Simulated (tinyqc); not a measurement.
Stretching all distances: RHF, UHF, MP2, CISD and CCSD against full CI in the sto-3g basis, for HF, spin multiplicity 1. Computed by the program tinyqc with PySCF. 

Geometry (angstrom):
```
atom       x       y       z
F     0.0000  0.0000  0.0000
H     0.0000  0.0000  0.8690
```

All coordinates are multiplied by the scale. c0^2 is the weight of the RHF determinant in the lowest singlet FCI state (UHF is spin-contaminated and may lie near states of higher spin) and n(LUMO) the first natural occupation beyond the occupied space.

Full CI energy (hartree) and errors against it (kcal/mol):
```
scale  distance 1-2 (angstrom)     E(FCI)      RHF     UHF     MP2   CISD   CCSD  <S^2> UHF   c0^2  n(LUMO)
0.950                    0.826  -98.56390   12.295  12.295   3.712  0.000  0.000      0.000  0.990    0.019
1.090                    0.947  -98.60098   17.710  17.710   5.977  0.000  0.000      0.000  0.983    0.034
1.230                    1.069  -98.59895   24.821  24.821   9.184  0.000  0.000      0.000  0.970    0.058
1.370                    1.191  -98.58003   33.831  33.831  13.467  0.000  0.000      0.000  0.952    0.095
1.520                    1.321  -98.55391   45.697  37.771  19.272  0.000  0.000      0.400  0.923    0.152
1.660                    1.443  -98.52982   58.814  32.918  25.701  0.000  0.000      0.636  0.888    0.221
1.800                    1.564  -98.50865   73.693  25.574  32.794  0.000  0.000      0.779  0.846    0.306
1.940                    1.686  -98.49157   89.860  18.418  40.002  0.000  0.000      0.865  0.798    0.400
2.080                    1.808  -98.47877  106.592  12.561  46.576  0.000  0.000      0.918  0.750    0.497
```

UHF parts from RHF first at scale 1.52 of those listed, where <S^2> leaves zero. The weight c0^2 goes from 0.99 to 0.75 and n(LUMO) from 0.02 to 0.50: static correlation grows as the bonds break into open-shell fragments. The spread of the error along the curve, which distorts its shape, is CISD 0.0, CCSD 0.0, UHF 25.5, MP2 42.9, RHF 94.3 kcal/mol. With one virtual orbital CISD and CCSD are exact.
